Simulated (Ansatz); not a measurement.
An Ansatz input:

```yaml
crystal:
  lattice:
    - [3.665358011, 0.0, 0.0]
    - [-1.8326790055, 3.1742931515, 0.0]
    - [0.0, 0.0, 11.7186275573]
  atoms:
    - { symbol: La, position: [1.0, 0.0, 0.0], spin: 1.0 }
    - { symbol: La, position: [1.0, 1.0, 0.5], spin: 1.0 }
    - { symbol: La, position: [0.3333333333, 0.6666666667, 0.75], spin: 1.0 }
    - { symbol: La, position: [0.6666666667, 0.3333333333, 0.25], spin: 1.0 }
hamiltonian:
  xc: pbesol
  pseudopotentials:
    kind: paw
    azcp:
      La: "pseudopotentials/La.paw.azcp"
basis:
  ecutwfc: 420
  fft_grid_basis: typed
kpoints:
  mp_grid: { grid: [13, 13, 4], shift: [0, 0, 0] }
magnetization:
  spin_polarized: true
scf:
  occupations: { method: fermi_dirac, width: 0.05 }
```

and its output:

```
Warning: the record states the generating functional pbe (its physics header spells it `PBE`), which answers neither for hamiltonian.xc's functional nor for the pbesol family's — results may be inconsistent (PPs are generated against a specific XC)
Engine: ansatz 0.2.0, aarch64-unknown-linux-gnu
Pseudopotentials: kind: paw
Pseudopotential: La, paw, valence charge 11, recommended cutoff 420 eV (normal) 
Functional definition: PBEsol
  exchange = pbesol_x
  correlation = pbesol_c
Crystal: 4 atoms, lattice volume = 136.345 Å³
Basis set: ecut = 420 eV, 2643 PW (Γ)
Bands: 29, of which v1, the nominal top of the filled ones, is band 22 counted from 1 (21 counted from 0)
Symmetry: 24 space group operations
Space group: P63/mmc (ITA 194), of the structure as read, at distance tolerance 5.1e-5 Å
Magnetic group: BNS 194.263 (UNI 1493), of the structure as read, at distance tolerance 5.1e-5 Å
k-points: 63 of 676
Non-local potential: La, projectors of the file, l = 0: 3, l = 1: 2, l = 2: 2, l = 3: 3
PAW form: soft (Blöchl's): semilocal exchange-correlation on the pseudo side does not see the compensation charge
PAW frozen core: La, regenerated for the run's functional, and the local potential with it (the file was generated under x = pbe(κ = 0.804, μ = 0.2195149727645171), c = pbe(β = 0.06672455060314922))
PAW one-centre angular grid: La, 590 points (default); XC on 64 Gauss nodes
Initial density: superposition of atomic densities (chi_scale 0.1, normalization cell)
Starting moments: Σ|m| = 4 μB on 4 of 4 sites
Initial wavefunctions: pseudopotential atomic-orbital guess
Functional: x = pbesol(κ = 0.804, μ = 0.12345679012345678), c = pbesol(β = 0.046)
iter 1 solved again at ethr=2.01e-3 eV; its pass at ethr=3.10e-3 eV (dr2=8.83e-1 eV) is discarded
SCF iter   1: F=—  HF=-24644.628392 eV  |F-HF|=—  |Δ(HF+E_count)|=         —  Δρ=2.20e-2 (↑2.20e-2 ↓1.21e-2)  dr2=8.93e-1  dr2_m=2.23e-1  M=1.257 μB ∫|m|=1.257 μB  β_m=0.30  ethr=2.01e-3  ⟨swp⟩=1.0  Hψ=24254  notcnv=0
Mixer restart at iter 1: flushing history
spin=Collinear: Kerker preconditioning applied to the charge; magnetization (m = ρ↑ − ρ↓) channel mixes plain (no charge-response kernel on spin).
SCF iter   2: F=—  HF=-24644.856231 eV  |F-HF|=—  |Δ(HF+E_count)|=   2.28e-1  Δρ=1.59e-2 (↑1.59e-2 ↓9.19e-3)  dr2=4.74e-1  dr2_m=1.23e-1  M=1.057 μB ∫|m|=1.057 μB  β_m=0.65  ethr=2.01e-3  ⟨swp⟩=3.1  Hψ=4711  notcnv=0
SCF iter   3: F=—  HF=-24645.118099 eV  |F-HF|=—  |Δ(HF+E_count)|=   2.62e-1  Δρ=1.77e-3 (↑1.77e-3 ↓1.64e-3)  dr2=3.26e-3  dr2_m=2.64e-3  M=0.369 μB ∫|m|=0.369 μB  β_m=0.82  ethr=1.08e-3  ⟨swp⟩=6.5  Hψ=9399  notcnv=0  defer=9
SCF iter   4: F=—  HF=-24645.128671 eV  |F-HF|=—  |Δ(HF+E_count)|=   1.06e-2  Δρ=7.40e-4 (↑7.40e-4 ↓7.07e-4)  dr2=8.51e-4  dr2_m=5.28e-4  M=0.165 μB ∫|m|=0.165 μB  β_m=0.89  ethr=7.42e-6  ⟨swp⟩=4.0  Hψ=8817  notcnv=0  defer=5
SCF iter   5: F=—  HF=-24645.130229 eV  |F-HF|=—  |Δ(HF+E_count)|=   1.56e-3  Δρ=2.72e-4 (↑2.48e-4 ↓2.72e-4)  dr2=2.85e-5  dr2_m=7.95e-5  M=0.069 μB ∫|m|=0.070 μB  β_m=0.94  ethr=1.93e-6  ⟨swp⟩=3.1  Hψ=7547  notcnv=0  defer=1
SCF iter   6: F=—  HF=-24645.130612 eV  |F-HF|=—  |Δ(HF+E_count)|=   3.83e-4  Δρ=8.24e-5 (↑8.24e-5 ↓7.49e-5)  dr2=3.59e-6  dr2_m=7.35e-6  M=0.019 μB ∫|m|=0.021 μB  β_m=0.97  ethr=6.48e-8  ⟨swp⟩=2.6  Hψ=6847  notcnv=0
SCF iter   7: F=—  HF=-24645.130649 eV  |F-HF|=—  |Δ(HF+E_count)|=   3.76e-5  Δρ=2.30e-5 (↑2.30e-5 ↓2.18e-5)  dr2=9.09e-7  dr2_m=4.61e-7  M=0.003 μB ∫|m|=0.005 μB  β_m=0.99  ethr=8.16e-9  ⟨swp⟩=2.8  Hψ=7038  notcnv=0
SCF iter   8: F=—  HF=-24645.130652 eV  |F-HF|=—  |Δ(HF+E_count)|=   2.39e-6  Δρ=7.36e-6 (↑7.36e-6 ↓7.07e-6)  dr2=6.48e-8  dr2_m=5.24e-8  M=0.001 μB ∫|m|=0.002 μB  β_m=0.99  ethr=2.07e-9  ⟨swp⟩=2.4  Hψ=6375  notcnv=0
SCF iter   9: F=—  HF=-24645.130652 eV  |F-HF|=—  |Δ(HF+E_count)|=   3.01e-7  Δρ=1.10e-6 (↑1.06e-6 ↓1.10e-6)  dr2=6.88e-10  dr2_m=1.35e-9  M=-0.000 μB ∫|m|=0.000 μB  β_m=1.00  ethr=1.47e-10  ⟨swp⟩=3.0  Hψ=7156  notcnv=0
SCF iter  10: F=—  HF=-24645.130652 eV  |F-HF|=—  |Δ(HF+E_count)|=   7.89e-9  Δρ=2.37e-7 (↑2.05e-7 ↓2.37e-7)  dr2=4.74e-11  dr2_m=5.28e-11  M=0.000 μB ∫|m|=0.000 μB  β_m=1.00  ethr=1.56e-12  ⟨swp⟩=3.0  Hψ=7341  notcnv=0
SCF iter  11: F=-24645.130652 eV  HF=-24645.130652 eV  |F-HF|=7.28e-12  |Δ(HF+E_count)|=  3.86e-10  Δρ=4.94e-8 (↑4.94e-8 ↓4.67e-8)  dr2=1.06e-12  dr2_m=2.70e-12  M=-0.000 μB ∫|m|=0.000 μB  ethr=1.00e-12  ⟨swp⟩=1.0  Hψ=10407  notcnv=0
SCF 1 converged in 11 iterations: F = -24645.130652 eV  dr2 = 1.06e-12
WARN: the starting moments were not kept: the SCF closed with an absolute magnetisation of 9.8e-6 μB, where they sum to 4 μB in size (4 sites). That is at most 0.1 of that sum. Measured as dr2_m measures the in/out step, that magnetisation stands 2.7e-12 eV from none, at or under the dr2_threshold of 1.0e-7 eV: it is no larger than a step whose dr2_m would equal this threshold. The system may hold no moment; this SCF shows only that its start led to no more than that. To try another start: raise the starting moments (crystal.atoms[].spin, magnetization.per_species, magnetization.initial_magnetization, or on a non-collinear deck that types none of these the spinor_matrix: blocks that start its atoms; where the total moment is fixed, keep their sum and leave initial_magnetization as it is; typed ones take the place of any that the run laid by itself, positive ones on a crystal's lanthanoids without a Hubbard term where scf.initial_density.shell_occupations: [] is typed) or, if the notice of its spin-set hold's release reads "site moments contracting" or "site moments show no strong build", lengthen the hold (scf.mixing.spin_hold: { on: { confirm: 4 } }; for m-r²SCAN on two components see the key's manual first). Each may lead to a state that holds a moment. A second SCF, from the converged charge density, with the starting moments and any scf.initial_density.shell_occupations laid on it anew, would have followed, and was not run: the deck does not ask for one (magnetization.retry_lost_moments is false, the default). To let it run, set magnetization.retry_lost_moments: true and run the deck again, where that key's refused combinations let it; where memory then withholds it, that run's warning says so.
SCF converged after 11 iterations
Magnetization: -0.0000 μB (22.0000 up, 22.0000 down)
Absolute magnetization: 0.0000 μB (∫|ρ↑−ρ↓|, with the PAW one-centre terms)
Spin contamination: 0.0000 ħ² per cell (⟨S²⟩ above its minimum at these occupations)
Per-site moments (μB) at R_I (Å): [(-5.43014085325957e-7, 1.4907850787910544), (-5.43014085339872e-7, 1.4907850787910546), (6.296505165907888e-7, 1.4907850787910544), (6.296505165917875e-7, 1.4907850787910546)]
Free energy (F): -24645.130652 eV
Harris-Foulkes:  -24645.130652 eV  (|F-HF|=7.28e-12)
Internal energy: -24645.078084 eV  (E = F + TS)
E sigma→0 (E₀):  -24645.104368 eV
Entropy (-TS):   -0.052568 eV (-13.142 meV/atom)
Fermi energy:    12.056685 eV
--- Per-component energies (eV) ---
  E_band       = -132.220762
  E_kinetic    = 777.210466
  E_local      = -1226.467259  (includes V_loc(G=0)·N_el)
  E_nonlocal   = 385.673811
  E_hartree    = 390.088628
  E_xc         = -555.267653
  E_vxc        = -591.573570  (∫ρ·V_xc dr)
  E_paw        = -21313.082663  (= ΣΔE_a)
  E_vpaw       = -257.241450  (= ΣTr[D̂ρ^β])
  E_aug_tail   = -0.000001  (compensation charges beyond the density's cutoff)
  E_ewald      = -3103.911452
  E_core_change = 0.678038  (= ΣΔE_core)
  E_smearing   = -0.052568  (= −TS)
  E_closure    = 0.000000  (closes the sum)
  Σ components = -24645.130652   (vs F -24645.130652, Δ=0.00e0)
```
